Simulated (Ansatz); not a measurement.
# H3O (doublet): from Hartree-Fock to the top rungs at distance O1–H3 along a hydrogen transfer = 1.057 Å, cc-pVTZ

How much of the correlation energy of H3O (doublet) does each wave-function method recover here?

The runs use Ansatz 0.2.0, Gaussian basis; cc-pVTZ, core rule «outside noble gas», up to 1 orbitals frozen.

Plan: UHF; CCSD(T) on ROHF; CCSD(T) on UHF; BCCD(T) on ROHF; CCSDT(Q) on ROHF; CCSDT(Q) on UHF; CASSCF and MRCISD+Q, 3 electrons in 3 orbitals; CASSCF and NEVPT2, 3 electrons in 3 orbitals; CASSCF and MRCISD+Q, 9 electrons in 7 orbitals; CASSCF and NEVPT2, 9 electrons in 7 orbitals.

### 1 What is computed

The geometry derives from fragments relaxed apart (PBE0/def2-TZVP) and kept rigid, so it is no stationary point. A hydrogen atom is moved between rigid fragments.

4 atoms, charge 0, spin multiplicity 2.

Atoms are counted from 1 here; the program's logs count them from 0.

Bond lengths: O1–H2 0.960 Å, O1–H3 1.057 Å. Angles: H2–O1–H3 105.1°.

### 2 UHF

in.yaml

```yaml
crystal:
  periodic: [false, false, false]
  atoms:
    - {symbol: O, position_ang: [-0.145109, -0.049094, 0.000000]}
    - {symbol: H, position_ang: [-0.394418, 0.877481, 0.000000]}
    - {symbol: H, position_ang: [0.911891, -0.049094, 0.000000]}
    - {symbol: H, position_ang: [1.785891, -0.049094, 0.000000]}
basis:
  gaussian: {orbitals: cc-pVTZ}
magnetization: {spin_polarized: true, initial_magnetization: 1}
hamiltonian: {xc: hf}
output: {orbitals: {seedname: orbitals}}
```

Command:

```
> ansatz run in.yaml --threads 1 --pin off --events-out ev --progress --plain --max-ram 4096MiB --backend cpu
```

Further steps of the session: CCSD(T) on ROHF; CCSD(T) on UHF; BCCD(T) on ROHF; CCSDT(Q) on ROHF; CCSDT(Q) on UHF; CASSCF and MRCISD+Q, 3 electrons in 3 orbitals; CASSCF and NEVPT2, 3 electrons in 3 orbitals; CASSCF and MRCISD+Q, 9 electrons in 7 orbitals; CASSCF and NEVPT2, 9 electrons in 7 orbitals.

Before running them: what should the planned runs give, taken together? Wanted: UCCSDT(Q) below the RHF energy; RMP2 from UCCSDT(Q); UMP2 from UCCSDT(Q); RCCSD from UCCSDT(Q); RCCSD(T) from UCCSDT(Q); UCCSD(T) from UCCSDT(Q); RCCSDT(Q) from UCCSDT(Q); NEVPT2 pair from UCCSDT(Q); MRCISD+Q pair from UCCSDT(Q).

As calculated:

| quantity | value |
| --- | --- |
| UCCSDT(Q) below the RHF energy | -8.1583 eV |
| RMP2 from UCCSDT(Q) | +453.3 meV |
| UMP2 from UCCSDT(Q) | +550.6 meV |
| RCCSD from UCCSDT(Q) | +264.4 meV |
| RCCSD(T) from UCCSDT(Q) | +17.2 meV |
| UCCSD(T) from UCCSDT(Q) | +18.4 meV |
| RCCSDT(Q) from UCCSDT(Q) | +0.7 meV |
| NEVPT2 pair from UCCSDT(Q) | +502.5 meV |
| MRCISD+Q pair from UCCSDT(Q) | +126.9 meV |
| NEVPT2 valence from UCCSDT(Q) | +934.8 meV |
| levels within 1 kcal/mol (43 meV) | RCCSD(T), UCCSD(T), BCCD(T), RCCSDT, UCCSDT, RCCSDT(Q) |
| T1 diagnostic | 0.023 |
| effectively unpaired electrons | 1.01 |

**Reading.** RCCSD(T) misses by +17.2 meV, 0.2 % of the correlation energy. One determinant dominates. Of the multireference levels listed MRCISD+Q valence comes nearest in total energy (+75.4 meV), which doesn't show that its space is the better one. These misses are within one basis, not against nature; the frozen cores of restricted and unrestricted runs differ, which can shift their rows.
